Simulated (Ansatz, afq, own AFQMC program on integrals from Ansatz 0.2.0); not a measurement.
**Si2H3⁺, triplet in aug-cc-pVDZ, levels against CCSDT(Q)**

```xyz
5

Si    0.0000    0.0235    1.0897
Si    0.0000   -0.0769   -1.1897
H     0.0000    1.2166    1.9857
H     0.0000   -1.1800    1.9697
H     0.0000    1.4507   -1.1705
```

Connectivity, by distances: SiH2–SiH.

Basis aug-cc-pVDZ. Only valence electrons are correlated. AFQMC by an in-house program on the Cholesky factors that Ansatz 0.2.0 writes for its CCSD(T) run. The CISD trial takes its coefficients from CCSD amplitudes. Released means that phaseless walkers are propagated on without the constraint, phases kept. Error bars are statistical, one sigma.

Determinant: UHF, the one that the program's search chose, which needn't be the lowest solution. The geometry is a PBE0/def2-TZVP stationary point of this or a neighbouring charge and spin state.

No full CI on the walks' own integrals is used here; CCSDT(Q) serves as the reference and is uncertain by about the last step of the cluster series.

Cautions: another spin lies lower (by 266 meV); the released energies are still falling, so no released level is given (meV from the phaseless value at times in 1/Eh: -6 ± 4 at 0.24, -8 ± 3 at 0.51, -12 ± 4 at 0.99, -16 ± 4 at 1.62, -20 ± 5 at 2.40), though the last usable value meets CCSDT(Q) within the noise.

The T1 diagnostic is 0.0266. The weight of the determinant in the CISD state is 0.867, the ⟨S²⟩ of the determinant is 2.009 and the size of the correlated space is 10 electrons in 71 orbitals.

| level | correlation energy (eV) |
| --- | --- |
| MP2 | -4.0552 |
| CCSD | -5.1386 |
| CCSD(T) | -5.3130 |

(1) Estimate where phaseless AFQMC with a CISD trial lies against CCSD(T) on the same integrals.

(1) 37.8 ± 4.6 meV below CCSD(T).

Reference: CCSDT(Q), correlation energy -5.370 eV.

| level | E − E(reference) (meV) | share of correlation (%) |
| --- | --- | --- |
| CCSD(T) | 56.7 | 98.94 |
| CCSDT | 9.3 | 99.83 |
| ph-AFQMC/HF | 11.2 ± 24.3 | 99.79 |
| ph-AFQMC/CISD | 18.9 ± 4.6 | 99.65 |

A walk keeps the symmetry of its determinant, which the program's search chose and which needn't be the lowest solution, so a lower state of the same spin and another symmetry isn't excluded.
